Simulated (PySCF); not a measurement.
**A search over the determinants of NaAl**

Unrestricted PBE0; PySCF, no relativity, basis sets Na aug-cc-pVDZ, Al aug-cc-pV(D+d)Z. Outer shells of the fragments: Na 3s1; Al 3s2 3p1.

Followed along the bond (rough minima from three points):

```json
{"2Ms+1": "1", "unpaired": "none", "⟨S²⟩ at the start": "0.00", "R at minimum (Å)": "3.15", "Te (eV)": "0.00"}
{"2Ms+1": "3", "unpaired": "σ ↑, π ↑", "⟨S²⟩ at the start": "2.01", "R at minimum (Å)": "2.99", "Te (eV)": "0.09"}
{"2Ms+1": "1", "unpaired": "σ ↑, π ↓", "⟨S²⟩ at the start": "1.02", "R at minimum (Å)": "3.06", "Te (eV)": "0.25"}
{"2Ms+1": "3", "unpaired": "π ↑↑", "⟨S²⟩ at the start": "2.01", "R at minimum (Å)": "2.69", "Te (eV)": "0.98"}
{"2Ms+1": "1", "unpaired": "π ↑↓", "⟨S²⟩ at the start": "1.01", "R at minimum (Å)": "2.70", "Te (eV)": "1.15"}
```

Solutions found at the starting distance of 2.770 Å, counted from the lowest of them; the search is not exhaustive and high or unbound solutions are not listed, so other states can lie among these:

| 2Ms+1 | unpaired | term | E (eV) | ⟨S²⟩ | ⟨Lz²⟩ | μ (D) |
| --- | --- | --- | --- | --- | --- | --- |
| 3 | σ ↑, π ↑ | ³Π | 0.00 | 2.01 | 1.01 | -4.68 |
| 1 | none | ¹Σ⁺ | 0.03 | 0.00 | 0.00 | -2.86 |
| 1 | σ ↑, π ↓ | mixed | 0.18 | 1.02 | 1.01 | -4.40 |
| 3 | π ↑↑ | ³Σ⁻ | 0.85 | 2.01 | 0.00 | -6.87 |
| 1 | π ↑↓ | mixed | 1.02 | 1.01 | 2.03 | -6.70 |
| 3 | σ ↑↑ | ³Σ⁺ | 1.15 | 2.01 | 0.00 | 4.64 |
| 1 | none | mixed | 1.64 | 0.00 | 2.00 | -5.96 |
| 3 | π ↑↑ | mixed | 2.96 | 2.01 | 2.01 | 3.26 |
| 3 | σ ↑, δ ↑ | ³Δ | 3.92 | 2.01 | 4.00 | -1.31 |
| 1 | σ ↑, δ ↓ | mixed | 3.95 | 1.01 | 4.00 | -1.24 |

A term symbol is given only where ⟨S²⟩ and ⟨Lz²⟩ are close to those of a pure state; real π, δ and φ orbitals otherwise mix terms. A positive dipole means Na(−)Al(+).

Problem. Compare the gap between the two lowest followed solutions at the starting distance with the gap between their minima.

Solution. At PBE0 the second solution (triplet, unpaired electrons σ ↑, π ↑) lies -0.03 eV from the first (singlet, closed shell) at 2.770 Å and +0.09 eV at the minima; the two curves relax by different amounts, since their minima lie near 2.99 and 3.15 Å.

Counting both spins, an empty level lies below a filled one in some of these solutions, because spin and occupation are held.
